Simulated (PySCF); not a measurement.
# Bond curve of PS

Set-up: P x2c-SVPall, S x2c-SVPall; spin-free X2C with a Gaussian nucleus (PySCF 2.14). Energies in eV from P + S in their ground configurations at the same level. All curves are PBE0. state 1: ²Π (doublet), unpaired electrons π ↑; state 2: ⁴Π (quartet), unpaired electrons π ↑↑↑, a second solution, started from another occupation; state 3: sextet, unpaired electrons σ ↑↑, π ↑↑↑, a second solution, started from another occupation.

```
R (Å)  state 1  state 2  state 3
1.643   -2.431    2.259  11.1362
1.720   -3.461    0.592   9.1019
1.796   -4.022   -0.559   7.4708
1.854   -4.218   -1.167   6.4620
1.911   -4.268   -1.603   5.6069
1.968   -4.207   -1.903   4.8778
2.045   -3.999   -2.141   4.0632
2.140   -3.611   -2.246   3.2450
2.255   -3.095   -2.186   2.4794
2.408   -2.453   -1.925   1.7216
```

**Question.** Put a parabola through the three lowest points of the state 1 curve and estimate Re, k and ωe (reduced mass 15.73 u; 1 eV/Å² = 0.16022 mdyn/Å; ωe = 1302.8·√(k/μ) cm⁻¹).

**Answer.** Through R = 1.854, 1.911, 1.968 Å the second-order coefficient is 17.1 eV/Å², so Re ≈ 1.908 Å, k ≈ 5.47 mdyn/Å and ωe ≈ 769 cm⁻¹. A polynomial fit of higher order to the unrounded PBE0 energies gives Re = 1.906 Å, k = 5.56 mdyn/Å, ωe = 774 cm⁻¹; anharmonicity and rounding make the difference.

The higher-order fit for each curve: state 1: Re = 1.906 Å, ωe = 774 cm⁻¹, De = 4.27 eV; state 2: Re = 2.156 Å, ωe = 502 cm⁻¹, minimum 2.25 eV below the ground-state fragments. State 3 gave no clean fit.

⟨S²⟩ of the unrestricted solution departs from its pure value on part of the curve, where spin states mix. The state was picked by a PBE0 search and need not be the measured ground state.
